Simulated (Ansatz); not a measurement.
**AlBClH₂ radical (SMILES [BH2][Al][Cl]): single points off equilibrium**

An exercise on one series of results from a longer session: the logs are not shown, and one member is left open.

Method: single points in def2-TZVPP; program: Ansatz 0.2.0, Gaussian basis.

Cores are frozen in the correlated methods. Orbitals are unrestricted.

1 further run of the same task is left out (it didn't finish).

### Where the work starts

5 atoms, charge 0, spin multiplicity 2.

Atoms are counted from 1 here; the program's logs count them from 0.

Bond lengths: B1–Al2 1.945 Å, B1–H4 1.284 Å, B1–H5 1.244 Å, Al2–Cl3 2.055 Å. Angles: Al2–B1–H4 94.8°, Al2–B1–H5 127.6°, H4–B1–H5 137.6°, B1–Al2–Cl3 173.0°.

As a file:

```xyz
5

B    -0.53738    0.66709   -0.46717
Al    0.55918   -0.63893    0.46834
Cl    1.89876   -1.95962    1.29561
H    -1.49488   -0.15269   -0.71265
H    -0.27518    1.86404   -0.68117
```

Set-up of the first run:

File run/in.yaml:

```yaml
crystal:
  periodic: [false, false, false]
  atoms:
    - {symbol: B, position_ang: [-0.537379, 0.667095, -0.467168]}
    - {symbol: Al, position_ang: [0.559184, -0.638926, 0.468337]}
    - {symbol: Cl, position_ang: [1.898761, -1.959620, 1.295613]}
    - {symbol: H, position_ang: [-1.494884, -0.152691, -0.712650]}
    - {symbol: H, position_ang: [-0.275183, 1.864044, -0.681168]}
basis:
  gaussian: {orbitals: def2-TZVPP}
magnetization: {spin_polarized: true, initial_magnetization: 1}
hamiltonian: {xc: pbe, dispersion: d4}
output: {forces: true}
```

The run is started by

```sh
ansatz run in.yaml --threads 2 --pin off --events-out ev --progress --plain --max-ram 3481MiB
```

Among the steps run: PBE-D4/def2-TZVPP; r2SCAN-D4/def2-TZVPP; PBE0-D4/def2-TZVPP; wB97M-V/def2-TZVPP; CCSD(T)/def2-TZVPP.

One table of the session follows, with a row left open; its other results are not shown here.

```
   method  RMS force component (eV/Å)  angle to CCSD(T) forces (°)  dipole (D)
   PBE-D4                       0.637                          7.3        1.54
r2SCAN-D4                           ?                            ?           ?
  PBE0-D4                       0.660                          3.9        1.60
  wB97M-V                       0.703                          6.3        1.76
  CCSD(T)                       0.686                    reference        1.73
```

**Question.** Estimate the row for r2SCAN-D4.

As computed: RMS force component (eV/Å): 0.659; angle to CCSD(T) forces (°): 2.8; dipole (D): 1.65. In the column «RMS force component (eV/Å)» it lies between PBE-D4 (0.637) and PBE0-D4 (0.660).
